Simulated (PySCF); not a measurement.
## `C(/C)=C(\F)CO`, C$_{4}$H$_{7}$FO

Cartesian coordinates in Å; atom numbers follow the order of the lines, from 1:
```xyz
13

C    -1.8447   -0.5174   -0.5441
C    -1.0698    0.5750    0.1148
C     0.2429    0.6640    0.2504
F     0.7413    1.7840    0.8522
C     1.3846   -0.2319   -0.1501
O     1.0311   -1.4292   -0.7840
H    -2.6719   -0.0844   -1.1031
H    -2.2704   -1.1861    0.2057
H    -1.2268   -1.0937   -1.2250
H    -1.6535    1.3885    0.5257
H     2.0102    0.3142   -0.8663
H     1.9976   -0.4169    0.7467
H     0.5786   -1.9976   -0.1506
```

Theory: GIAO KT3/pcSseg-1 magnetisability, rotational g tensor and spin-rotation constants, non-relativistic, gas phase (PySCF). Geometry: GFN2-xTB, dihedral held. The dihedral F4–C3–C5–O6 is held at 180°.

Give the nuclear spin-rotation constants along the inertial axes (H = +C I·J) beside the isotropic shieldings.

Rotational constants 3.8804, 3.4010, 1.8642 GHz. A star marks the isotopologue with that one atom substituted, in its own axes.
| atom | isotope | Caa (kHz) | Cbb (kHz) | Ccc (kHz) | mean (kHz) | σ (ppm) |
| --- | --- | --- | --- | --- | --- | --- |
| F4 | 19F | 4.194 | 5.364 | 1.495 | 3.684 | 271.8 |
| H7 | 1H | -0.388 | -0.081 | -0.122 | -0.197 | 30.2 |
| H8 | 1H | -0.353 | -0.331 | 0.003 | -0.227 | 30.0 |
| H9 | 1H | -0.244 | -0.058 | -0.152 | -0.152 | 28.7 |
| H10 | 1H | -0.209 | 0.146 | -0.209 | -0.091 | 26.4 |
| H11 | 1H | -0.355 | -0.215 | 0.038 | -0.177 | 26.9 |
| H12 | 1H | -0.312 | -0.169 | -0.003 | -0.162 | 26.9 |
| H13 | 1H | -0.408 | -0.406 | -0.055 | -0.290 | 31.5 |
| C1 | 13C* | 0.502 | 0.511 | 0.231 | 0.415 | 173.2 |
| C2 | 13C* | 1.421 | 1.008 | 0.277 | 0.902 | 84.7 |
| C3 | 13C* | 1.766 | 1.200 | 0.490 | 1.152 | 27.8 |
| C5 | 13C* | 0.678 | 0.796 | 0.472 | 0.649 | 116.3 |
| O6 | 17O* | -0.453 | -0.271 | -0.118 | -0.281 | 290.9 |

For the geometry as given, no vibrational averaging.
